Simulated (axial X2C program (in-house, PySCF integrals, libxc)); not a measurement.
## Levels of AlF⁻ by electron attachment to AlF (EOM-EA-CCSD)

Calculated with an in-house all-electron X2C program for linear molecules (integrals from PySCF): two-component X2C with atomic mean-field Coulomb and Gaunt terms, Gaussian nuclei, basis Al dyall-av3z, F dyall-av3z with contracted cores.

R = 1.678 Å (near the PBE0 minimum at charge 0 of the determinant lowest at the starting distance; the state shown can have its own minimum elsewhere).

Levels of AlF⁻ obtained by attaching an electron to AlF:

```csv
Ω,binding energy (eV),above lowest (cm⁻¹),attached spinor,one-particle weight
1/2,-0.180,0,"88% Al pπ, 7% F pπ",0.97
3/2,-0.181,13,"88% Al pπ, 7% F pπ",0.97
1/2,-0.624,3582,95% Al pσ,0.99
1/2,-0.829,5235,92% Al sσ,0.99
1/2,-1.133,7690,92% Al pπ,0.97
3/2,-1.134,7699,92% Al pπ,0.97
1/2,-2.043,15025,"56% Al pσ, 32% Al dσ",0.97
```

Negative binding energies belong to unbound states, resonances or levels that the basis set holds; within some tenths of an eV of zero the sign is not settled.

This point took 11 s on 1 thread of Intel(R) Xeon(R) Processor @ 2.30GHz, with other jobs on the host.

Reference electrons by ω block (each with its −ω partner): 1/2: 9, 3/2: 2. 10 electrons of AlF correlated (inner shells frozen), 92 natural virtual spinors (a truncated set); levels can be off by some tenths of an eV. Roots sought by Ω: (1/2: 5, 3/2: 4, 5/2: 2, 7/2: 1); the list ends where they run out and leaves out roots under 60 % one-particle weight. The solver can skip a root, and states that need a further excitation, which the method places far too high, are missing though they may lie low or lowest. T1 of the reference 0.017 (Lee–Taylor). Number of frozen shells: Al 2 s, 1 p; F 1 s.
